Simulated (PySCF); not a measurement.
# CH3BO (Borane carbonyl): levels of theory compared

We compute a comparison of 6 runs (M06-2X/def2-TZVP, PBE/def2-TZVP, revPBE/def2-TZVP, wB97X/def2-TZVP, SCS-MP2/def2-TZVP, CCSD(T)/def2-TZVP) of CH3BO (Borane carbonyl). The job is set up through a Python script.

The calculation is run with PySCF 2.14.0.

3 further runs of the same task are left out: 3 set aside as unsound or not needed.

## 1. The molecule

CH3BO: 6 atoms, total charge 0, spin state singlet. As SMILES, `[BH3-]C#[O+]`. The coordinates come from a PBE0-D4/def2-TZVP relaxation.

Bond lengths: B1–C2 1.512 Å, C2–O3 1.127 Å, B1–H4 1.209 Å, B1–H5 1.209 Å, B1–H6 1.209 Å. Angles: B1–C2–O3 179.9°, C2–B1–H4 104.6°, C2–B1–H5 104.5°, C2–B1–H6 104.5°, H4–B1–H5 113.9°, H4–B1–H6 113.9°, H5–B1–H6 113.9°.

## 2. The energy at M06-2X/def2-TZVP (run 1)

The input, input.py:

```python
from pyscf import gto, dft

mol = gto.M(
    atom='''
B     -0.519977     0.793175    -0.377775
C      0.933865    -1.428028     0.678884
O      2.018832    -3.082408     1.467032
H     -2.715801     0.229999    -0.095091
H      0.131412     0.916744    -2.563980
H      0.151669     2.570481     0.890930
''',
    max_memory=1860,
    verbose=3,
    charge=0,
    unit='bohr',
    basis='def2-tzvp',
)

calc0 = dft.RKS(mol, xc='m06-2x')
calc0.grids.level = 5
calc0.conv_tol = 1e-10
calc0.kernel()
if not calc0.converged:
    calc0 = calc0.newton().run(calc0.mo_coeff, calc0.mo_occ)

energy = calc0.e_tot
print('E = %.10f Eh' % energy)
```

Launch:

```console
OMP_NUM_THREADS=1 python input.py
```

The log of the run:

```text
converged SCF energy = -139.960505191773
E = -139.9605051918 Eh
```

Run time: 32 s. Hardware: 1 thread of Arm Neoverse V2, shared host; peak memory 0.62 GiB.

## 3. A single-point energy at PBE/def2-TZVP (run 2)

The input, input.xyz:

```xyz
6
CH3BO
B     -0.275160     0.419730    -0.199910
C      0.494180    -0.755680     0.359250
O      1.068320    -1.631140     0.776320
H     -1.437140     0.121710    -0.050320
H      0.069540     0.485120    -1.356800
H      0.080260     1.360240     0.471460
```

The input, calc.py:

```python
from pyscf import gto, dft

system = gto.M(
    atom='input.xyz',
    spin=0,
    charge=0,
    max_memory=1860,
    verbose=4,
    basis='def2-tzvp',
)

mf = dft.RKS(system, xc='pbe')
mf.conv_tol = 1e-10
mf.grids.level = 5
mf.kernel()
if not mf.converged:
    mf = mf.newton().run(mf.mo_coeff, mf.mo_occ)

e_tot = mf.e_tot
print('E = %.10f Eh' % e_tot)
```

Launch:

```console
OMP_NUM_THREADS=1 python calc.py
```

The log of the run:

```text
PySCF version 2.14.0

[INPUT] num. atoms = 6
[INPUT] num. electrons = 22
[INPUT] charge = 0
[INPUT] spin (= nelec alpha-beta = 2S) = 0
[INPUT] symmetry False subgroup None
[INPUT] Mole.unit = angstrom
[INPUT] Symbol           X                Y                Z      unit          X                Y                Z       unit  Magmom
[INPUT]  1 B     -0.275160000000   0.419730000000  -0.199910000000 AA   -0.519977040435   0.793174746264  -0.377775149562 Bohr   0.0
[INPUT]  2 C      0.494180000000  -0.755680000000   0.359250000000 AA    0.933864856238  -1.428028237811   0.678884110250 Bohr   0.0
[INPUT]  3 O      1.068320000000  -1.631140000000   0.776320000000 AA    2.018832213395  -3.082407870823   1.467032185022 Bohr   0.0
[INPUT]  4 H     -1.437140000000   0.121710000000  -0.050320000000 AA   -2.715801002657   0.229998566621  -0.095091018588 Bohr   0.0
[INPUT]  5 H      0.069540000000   0.485120000000  -1.356800000000 AA    0.131411554702   0.916743937549  -2.563980405810 Bohr   0.0
[INPUT]  6 H      0.080260000000   1.360240000000   0.471460000000 AA    0.151669418758   2.570481063678   0.890930278687 Bohr   0.0

nuclear repulsion = 56.8302505128819
number of shells = 45
number of NR pGTOs = 162
number of NR cGTOs = 111
basis = def2-tzvp
ecp = {}

******** <class 'pyscf.dft.rks.RKS'> ********
method = RKS
initial guess = minao
damping factor = 0
level_shift factor = 0
DIIS = <class 'pyscf.scf.diis.CDIIS'>
diis_start_cycle = 1
diis_space = 8
diis_damp = 0
SCF conv_tol = 1e-10
SCF conv_tol_grad = None
SCF max_cycles = 50
direct_scf = True
direct_scf_tol = 1e-13
XC library pyscf.dft.libxc version 7.0.0
    S. Lehtola, C. Steigemann, M. J.T. Oliveira, and M. A.L. Marques.,  SoftwareX 7, 1–5 (2018)
XC functionals = pbe
    J. P. Perdew, K. Burke, and M. Ernzerhof.,  Phys. Rev. Lett. 77, 3865 (1996)
    J. P. Perdew, K. Burke, and M. Ernzerhof.,  Phys. Rev. Lett. 78, 1396 (1997)
    J. P. Perdew, K. Burke, and M. Ernzerhof.,  Phys. Rev. Lett. 77, 3865 (1996)
    J. P. Perdew, K. Burke, and M. Ernzerhof.,  Phys. Rev. Lett. 78, 1396 (1997)
radial grids:
    Treutler-Ahlrichs [JCP 102, 346 (1995); DOI:10.1063/1.469408] (M4) radial grids

becke partition: Becke, JCP 88, 2547 (1988); DOI:10.1063/1.454033
pruning grids: <function nwchem_prune>
grids dens level: 5
symmetrized grids: False
atomic radii adjust function: <function treutler_atomic_radii_adjust>
small_rho_cutoff = 0
Set gradient conv threshold to 1e-05
Initial guess from minao.
tot grids = 199736
init E= -140.039267193584
  HOMO = -0.382468072910935  LUMO = -0.102254426681668  gap/eV = 7.62500
cycle= 1 E= -139.748264936013  delta_E= 0.291  |g|= 0.674  |ddm|= 1.96
  HOMO = -0.23914446372453  LUMO = -0.0803475452462855  gap/eV = 4.32108
cycle= 2 E= -139.377563506564  delta_E= 0.371  |g|= 1.57  |ddm|= 1.03
  HOMO = -0.269618038146594  LUMO = -0.0766106181229258  gap/eV = 5.25200
cycle= 3 E= -139.822355259568  delta_E= -0.445  |g|= 0.323  |ddm|= 0.715
  HOMO = -0.307788054034333  LUMO = -0.0787414556463785  gap/eV = 6.23268
cycle= 4 E= -139.848195444161  delta_E= -0.0258  |g|= 0.104  |ddm|= 0.254
  HOMO = -0.306441802424312  LUMO = -0.093310379094794  gap/eV = 5.79960
cycle= 5 E= -139.85084526415  delta_E= -0.00265  |g|= 0.0295  |ddm|= 0.0811
  HOMO = -0.304797326458637  LUMO = -0.0882112204841144  gap/eV = 5.89361
cycle= 6 E= -139.851112266619  delta_E= -0.000267  |g|= 0.006  |ddm|= 0.0261
  HOMO = -0.304290870956595  LUMO = -0.0884482971841761  gap/eV = 5.87338
cycle= 7 E= -139.851124413568  delta_E= -1.21e-05  |g|= 0.000448  |ddm|= 0.00488
  HOMO = -0.304300199718987  LUMO = -0.0884232701464722  gap/eV = 5.87431
cycle= 8 E= -139.851124474557  delta_E= -6.1e-08  |g|= 7.63e-05  |ddm|= 0.000337
  HOMO = -0.304302453011219  LUMO = -0.0884228393525028  gap/eV = 5.87438
cycle= 9 E= -139.851124475576  delta_E= -1.02e-09  |g|= 2.37e-06  |ddm|= 4.75e-05
  HOMO = -0.304302079131356  LUMO = -0.0884227574240704  gap/eV = 5.87438
cycle= 10 E= -139.851124475578  delta_E= -2.22e-12  |g|= 6.26e-07  |ddm|= 2.54e-06
  HOMO = -0.304302203306273  LUMO = -0.0884227739701843  gap/eV = 5.87438
Extra cycle  E= -139.851124475578  delta_E= 2.84e-13  |g|= 1.3e-06  |ddm|= 1.06e-06
converged SCF energy = -139.851124475578
E = -139.8511244756 Eh
```

Run time: 13 s. Hardware: 1 thread of Arm Neoverse V2, shared host; peak memory 0.57 GiB.

Runs 3 to 5 aren't shown in full; the table further down has their settings and results.

## 4. The energy at CCSD(T)/def2-TZVP (run 6)

The input, job.py:

```python
from pyscf import gto, cc

mol = gto.M(
    atom='''
B     -0.275160     0.419730    -0.199910
C      0.494180    -0.755680     0.359250
O      1.068320    -1.631140     0.776320
H     -1.437140     0.121710    -0.050320
H      0.069540     0.485120    -1.356800
H      0.080260     1.360240     0.471460
''',
    charge=0,
    basis='def2-tzvp',
    max_memory=1860,
    verbose=4,
)

mf = mol.RHF()
mf.conv_tol = 1e-10
mf.kernel()
if not mf.converged:
    mf = mf.newton().run(mf.mo_coeff, mf.mo_occ)

mycc = cc.CCSD(mf, frozen=3)
mycc.kernel()
e_t = mycc.ccsd_t()
e_tot = mycc.e_tot + e_t
print('E(%s) = %.9f' % ('CCSD(T)', e_tot))
```

Launch:

```console
OMP_NUM_THREADS=1 python job.py
```

The log of the run:

```text
PySCF version 2.14.0

[... 60 lines left out ...]
converged SCF energy = -139.196583666707
[... 12 lines left out ...]
Init t2, MP2 energy = -139.687096312682  E_corr(MP2) -0.490512645974525
[... 13 lines left out ...]
CCSD converged
[... 2 lines left out ...]
E(CCSD(T)) = -139.728738122
```

Run time: 47 s. Hardware: 1 thread of Arm Neoverse V2, shared host; peak memory 0.9 GiB.

## 5. All runs side by side

```csv
run,level,integration grid,frozen core orbitals,energy (Eh),dipole moment (D) of the reference,HOMO energy (eV),LUMO energy (eV),wall time
1,M06-2X/def2-TZVP,5,–,-139.960505,1.44,-10.79,-0.26,32 s
2,PBE/def2-TZVP,5,–,-139.851124,1.26,-8.28,-2.41,13 s
3,revPBE/def2-TZVP,5,–,-139.987350,1.31,-8.24,-2.33,13 s
4,wB97X/def2-TZVP,5,–,-139.981496,1.60,-12.00,0.91,22 s
5,SCS-MP2/def2-TZVP,–,3,-139.683848,1.68,-12.85,2.76,2.6 s
6,CCSD(T)/def2-TZVP,–,3,-139.728738,1.68,-12.85,2.76,47 s
```

## 6. Outcome

| quantity | value |
| --- | --- |
| run 6: total energy | -139.72874 Eh |
| run 6: dipole moment (Hartree–Fock density) | 1.68 D |
| run 6: HOMO energy (Hartree–Fock orbitals) | -12.85 eV |
| run 6: LUMO energy (Hartree–Fock orbitals) | 2.76 eV |
| run 6: HOMO–LUMO gap (Hartree–Fock orbitals) | 15.61 eV |
| run 6: correlation energy (3 core orbitals frozen) | -532.2 mEh |
| run 6: (T) correction | -22.94 mEh |
| run 6: T1 diagnostic | 0.018 |

Over runs 1, 2, 3, 4 the dipole moment (its size) runs from 1.26 D (PBE/def2-TZVP) to 1.60 D (wB97X/def2-TZVP). Over runs 1, 2, 3, 4 the HOMO–LUMO gap runs from 5.87 eV (PBE/def2-TZVP) to 12.92 eV (wB97X/def2-TZVP). Totals of different functionals can't be ranked against each other. All runs together took 2.2 min, the longest 47 s.
